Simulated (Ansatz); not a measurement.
System: methanol, CH4O (charge 0, singlet). 
Structure (B3LYP-D3(BJ)/def2-TZVP (Ansatz, a program for electronic structure) minimum search):
```xyz
6

C     -0.0525     0.6636    -0.0008
O     -0.0399    -0.7570     0.0018
H     -1.0978     0.9691     0.0075
H      0.8740    -1.0577    -0.0054
H      0.4365     1.0833     0.8854
H      0.4213     1.0799    -0.8968
```
Charge 0, spin multiplicity 1.

Basis-set convergence of Hartree-Fock and CCSD correlation energies (hartree) with Ansatz. Cores are frozen in the correlated levels unless marked. Spin-orbit coupling is left out. No relativistic terms.

```tsv
basis	functions	E(HF)	E(corr, CCSD)
def2-SVP	48	-114.95385	-0.36204
def2-TZVPP	118	-115.09470	-0.44604
def2-QZVPP	234	-115.10066	-0.47275
```

Extrapolating the two largest sets (X = 3 and 4) as X^-3: E(corr) = (64·(-0.47275) - 27·(-0.44604))/37 = -0.4922 Eh, an estimate of the basis-set limit. The largest set recovers 96.0 % of it, the smallest 73.5 %.
